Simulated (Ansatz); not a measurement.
Relaxation of C₂H₄Si (7 atoms, charge 0, multiplicity 1), to a largest force component of 0.02 eV/Å in at most 40 steps.

All numbers below come from RKS PBE/def2-SVP in Ansatz.

```xyz
7
Properties=species:S:1:pos:R:3
C -0.584 -1.940 0.184
C -0.260 -0.762 0.066
Si 0.295 1.011 -0.112
H -0.891 -2.892 0.263
H -0.077 1.564 -1.429
H -0.257 1.869 0.974
H 1.835 1.082 0.008
```

Where does it end, and by what steps?

The run converged. After 4 steps the energy has fallen by 0.178 eV; C2 moved furthest, 0.05 Å.

```tsv
step	energy less start (eV)	largest force component (eV/Å)	accepted
0	0.0000	3.587	yes
1	-0.1678	0.631	yes
2	-0.1764	0.088	yes
3	-0.1776	0.101	yes
4	-0.1778	0.010	yes
```

```xyz
7
Properties=species:S:1:pos:R:3
C -0.589 -1.899 0.175
C -0.221 -0.732 0.062
Si 0.332 1.013 -0.105
H -0.914 -2.927 0.274
H -0.093 1.553 -1.441
H -0.283 1.845 0.985
H 1.829 1.080 0.004
```

Whether the end is a true minimum wasn't checked by a vibrational analysis.

The run took 1.7 s on 1 thread of AMD EPYC 9R45 96-Core Processor (Zen 5), on a shared host, peak memory 0.12 GiB.
